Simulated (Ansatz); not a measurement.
## Molecular dynamics of BH4NSi

Input file:

```yaml
crystal:
  periodic: [false, false, false]
  atoms:
    - { symbol: B, position_ang: [-0.971525, -0.54175, -0.289954] }
    - { symbol: "N", position_ang: [0.009363, 0.236032, -0.863928] }
    - { symbol: Si, position_ang: [0.497047, 0.052243, 0.843776] }
    - { symbol: H, position_ang: [-1.987038, -1.079051, -0.631145] }
    - { symbol: H, position_ang: [0.218219, 0.628331, -1.778766] }
    - { symbol: H, position_ang: [0.519098, 1.322355, 1.624996] }
    - { symbol: H, position_ang: [1.776236, -0.68626, 1.04942] }
basis:
  gaussian: { orbitals: def2-SVP }
hamiltonian:
  xc: b3lyp
md:
  timestep: 0.25
  n_steps: 76
  ensemble: nve
  temperature: 300.0
  initial_velocities: maxwell_boltzmann
  seed: 741517
scf:
  lower_state_search: "off"
```

Run as:

```bash
$ ansatz run input.yaml --threads 1 --pin off --max-ram 2048MiB --backend cpu --events-out ev --progress --plain --runs-dir out
```

It starts from a relaxed structure.

Output, in part (one step line in 2, the closing report, with atoms numbered from 0):

```
md step     0: t =     0.00 fs  T =   300.0 K  F+E_penalty+E_count = -10105.30740539 eV  E_kin = 0.193890 eV  conserved = -10105.11351539 eV  (13 SCF iters)
md step     2: t =     0.50 fs  T =   295.0 K  F+E_penalty+E_count = -10105.30418455 eV  E_kin = 0.190682 eV  conserved = -10105.11350235 eV  (14 SCF iters)
md step     4: t =     1.00 fs  T =   280.9 K  F+E_penalty+E_count = -10105.29500360 eV  E_kin = 0.181533 eV  conserved = -10105.11347108 eV  (14 SCF iters)
md step     6: t =     1.50 fs  T =   260.5 K  F+E_penalty+E_count = -10105.28178842 eV  E_kin = 0.168357 eV  conserved = -10105.11343159 eV  (14 SCF iters)
md step     8: t =     2.00 fs  T =   237.7 K  F+E_penalty+E_count = -10105.26699593 eV  E_kin = 0.153601 eV  conserved = -10105.11339524 eV  (13 SCF iters)
md step    10: t =     2.50 fs  T =   215.9 K  F+E_penalty+E_count = -10105.25290336 eV  E_kin = 0.139532 eV  conserved = -10105.11337096 eV  (13 SCF iters)
md step    12: t =     3.00 fs  T =   197.6 K  F+E_penalty+E_count = -10105.24104369 eV  E_kin = 0.127681 eV  conserved = -10105.11336259 eV  (13 SCF iters)
md step    14: t =     3.50 fs  T =   183.5 K  F+E_penalty+E_count = -10105.23196954 eV  E_kin = 0.118602 eV  conserved = -10105.11336789 eV  (14 SCF iters)
md step    16: t =     4.00 fs  T =   173.3 K  F+E_penalty+E_count = -10105.22536860 eV  E_kin = 0.111987 eV  conserved = -10105.11338156 eV  (13 SCF iters)
md step    18: t =     4.50 fs  T =   165.5 K  F+E_penalty+E_count = -10105.22038949 eV  E_kin = 0.106991 eV  conserved = -10105.11339808 eV  (13 SCF iters)
md step    20: t =     5.00 fs  T =   158.7 K  F+E_penalty+E_count = -10105.21598645 eV  E_kin = 0.102572 eV  conserved = -10105.11341408 eV  (13 SCF iters)
md step    22: t =     5.50 fs  T =   151.2 K  F+E_penalty+E_count = -10105.21115668 eV  E_kin = 0.097729 eV  conserved = -10105.11342749 eV  (13 SCF iters)
md step    24: t =     6.00 fs  T =   141.8 K  F+E_penalty+E_count = -10105.20506661 eV  E_kin = 0.091629 eV  conserved = -10105.11343739 eV  (13 SCF iters)
md step    26: t =     6.50 fs  T =   129.5 K  F+E_penalty+E_count = -10105.19713400 eV  E_kin = 0.083692 eV  conserved = -10105.11344200 eV  (13 SCF iters)
md step    28: t =     7.00 fs  T =   114.0 K  F+E_penalty+E_count = -10105.18713844 eV  E_kin = 0.073700 eV  conserved = -10105.11343883 eV  (14 SCF iters)
md step    30: t =     7.50 fs  T =    95.8 K  F+E_penalty+E_count = -10105.17536526 eV  E_kin = 0.061939 eV  conserved = -10105.11342585 eV  (14 SCF iters)
md step    32: t =     8.00 fs  T =    76.3 K  F+E_penalty+E_count = -10105.16271157 eV  E_kin = 0.049308 eV  conserved = -10105.11340340 eV  (13 SCF iters)
md step    34: t =     8.50 fs  T =    57.7 K  F+E_penalty+E_count = -10105.15064348 eV  E_kin = 0.037268 eV  conserved = -10105.11337564 eV  (14 SCF iters)
md step    36: t =     9.00 fs  T =    42.7 K  F+E_penalty+E_count = -10105.14092966 eV  E_kin = 0.027580 eV  conserved = -10105.11335001 eV  (14 SCF iters)
md step    38: t =     9.50 fs  T =    33.8 K  F+E_penalty+E_count = -10105.13518696 eV  E_kin = 0.021853 eV  conserved = -10105.11333439 eV  (13 SCF iters)
md step    40: t =    10.00 fs  T =    32.6 K  F+E_penalty+E_count = -10105.13439677 eV  E_kin = 0.021063 eV  conserved = -10105.11333396 eV  (13 SCF iters)
md step    42: t =    10.50 fs  T =    39.1 K  F+E_penalty+E_count = -10105.13859215 eV  E_kin = 0.025243 eV  conserved = -10105.11334894 eV  (13 SCF iters)
md step    44: t =    11.00 fs  T =    51.8 K  F+E_penalty+E_count = -10105.14683692 eV  E_kin = 0.033462 eV  conserved = -10105.11337512 eV  (13 SCF iters)
md step    46: t =    11.50 fs  T =    68.2 K  F+E_penalty+E_count = -10105.15747475 eV  E_kin = 0.044069 eV  conserved = -10105.11340594 eV  (13 SCF iters)
md step    48: t =    12.00 fs  T =    85.3 K  F+E_penalty+E_count = -10105.16853283 eV  E_kin = 0.055098 eV  conserved = -10105.11343443 eV  (13 SCF iters)
md step    50: t =    12.50 fs  T =   100.1 K  F+E_penalty+E_count = -10105.17816283 eV  E_kin = 0.064708 eV  conserved = -10105.11345443 eV  (13 SCF iters)
md step    52: t =    13.00 fs  T =   110.7 K  F+E_penalty+E_count = -10105.18503911 eV  E_kin = 0.071578 eV  conserved = -10105.11346149 eV  (13 SCF iters)
md step    54: t =    13.50 fs  T =   116.3 K  F+E_penalty+E_count = -10105.18864692 eV  E_kin = 0.075193 eV  conserved = -10105.11345409 eV  (13 SCF iters)
md step    56: t =    14.00 fs  T =   117.5 K  F+E_penalty+E_count = -10105.18938976 eV  E_kin = 0.075956 eV  conserved = -10105.11343420 eV  (13 SCF iters)
md step    58: t =    14.50 fs  T =   116.1 K  F+E_penalty+E_count = -10105.18847191 eV  E_kin = 0.075065 eV  conserved = -10105.11340677 eV  (13 SCF iters)
md step    60: t =    15.00 fs  T =   114.8 K  F+E_penalty+E_count = -10105.18757682 eV  E_kin = 0.074198 eV  conserved = -10105.11337920 eV  (13 SCF iters)
md step    62: t =    15.50 fs  T =   116.1 K  F+E_penalty+E_count = -10105.18842385 eV  E_kin = 0.075066 eV  conserved = -10105.11335834 eV  (13 SCF iters)
md step    64: t =    16.00 fs  T =   122.2 K  F+E_penalty+E_count = -10105.19232229 eV  E_kin = 0.078973 eV  conserved = -10105.11334948 eV  (13 SCF iters)
md step    66: t =    16.50 fs  T =   133.8 K  F+E_penalty+E_count = -10105.19982429 eV  E_kin = 0.086469 eV  conserved = -10105.11335541 eV  (14 SCF iters)
md step    68: t =    17.00 fs  T =   150.4 K  F+E_penalty+E_count = -10105.21054852 eV  E_kin = 0.097173 eV  conserved = -10105.11337564 eV  (14 SCF iters)
md step    70: t =    17.50 fs  T =   169.9 K  F+E_penalty+E_count = -10105.22321214 eV  E_kin = 0.109806 eV  conserved = -10105.11340652 eV  (13 SCF iters)
md step    72: t =    18.00 fs  T =   189.4 K  F+E_penalty+E_count = -10105.23587603 eV  E_kin = 0.122435 eV  conserved = -10105.11344124 eV  (13 SCF iters)
md step    74: t =    18.50 fs  T =   205.6 K  F+E_penalty+E_count = -10105.24637539 eV  E_kin = 0.132904 eV  conserved = -10105.11347117 eV  (13 SCF iters)
md step    76: t =    19.00 fs  T =   215.6 K  F+E_penalty+E_count = -10105.25286130 eV  E_kin = 0.139373 eV  conserved = -10105.11348797 eV  (13 SCF iters)
Total energy: -10105.25309137 eV, -371.3612015212 hartree
Atom 0 at    -0.965353    -0.535535    -0.290784 Å, force    -0.073599    -0.093183     0.069974 eV/Å
Atom 1 at     0.008814     0.246231    -0.879771 Å, force    -0.241967    -0.483083     0.332047 eV/Å
Atom 2 at     0.502347     0.041869     0.849145 Å, force    -0.260581     0.504103    -0.153394 eV/Å
Atom 3 at    -2.012845    -1.065906    -0.573505 Å, force     0.223771     0.117311    -0.063816 eV/Å
Atom 4 at     0.124500     0.631039    -1.812354 Å, force     0.246340     0.121590    -0.018185 eV/Å
Atom 5 at     0.432717     1.374721     1.544154 Å, force     0.183290    -0.274013     0.043887 eV/Å
Atom 6 at     1.775918    -0.673812     1.185677 Å, force    -0.077254     0.107276    -0.210513 eV/Å
Dipole moment:     0.110811     0.095983    -0.195579 e Å
```

All steps were run. The conserved energy stayed within 0.026 meV per atom of its start (net change 0.0039 meV per atom), so the integration is sound. A run of 0.019 ps of so small a system gives no equilibrium averages.

The same pairs are bonded in the first frame and the last. Pairs count as bonded within 1.25 times the sum of covalent radii (0.12 Å more for H–H).

Last frame:

```xyz
7
Properties=species:S:1:pos:R:3
B -0.965 -0.535 -0.291
N 0.009 0.246 -0.880
Si 0.502 0.042 0.849
H -2.013 -1.066 -0.574
H 0.124 0.631 -1.812
H 0.433 1.375 1.544
H 1.776 -0.674 1.186
```

Time of the run: 8.1 min on 1 thread of Intel(R) Xeon(R) Processor @ 2.50GHz (Skylake/Cascade Lake), on a shared host, peak memory 0.11 GiB.
